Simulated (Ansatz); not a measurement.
Cubic perovskite BaTiO3 (cubic high-temperature phase), treated with RPBE (PAW; Ansatz, a first-principles code).

Run with plane-wave cutoff 520 eV, 8×8×8 k mesh, Fermi–Dirac smearing 0.01 eV, no spin polarisation, scalar-relativistic PAW data made under PBE.

The cell has the measured lattice: a = b = c = 4.001 Å, α = β = γ = 90.00°.

Question: Estimate the band gap and smallest direct gap on the k points sampled that the calculation returns.

Answer: 
- band gap: 1.85 eV
- smallest direct gap on the k points sampled: 1.95 eV

Measured, for comparison: band gap 3.2 eV (temperature not stated, not corrected to a static lattice; as tabulated in Matsushita et al. (2011), arXiv:1104.2769).

Note: held by symmetry at 0 K, a high-temperature phase can be a saddle point; cell and atoms aren't relaxed at this level (pressure 6.6 GPa).

Spin–orbit coupling is not included.
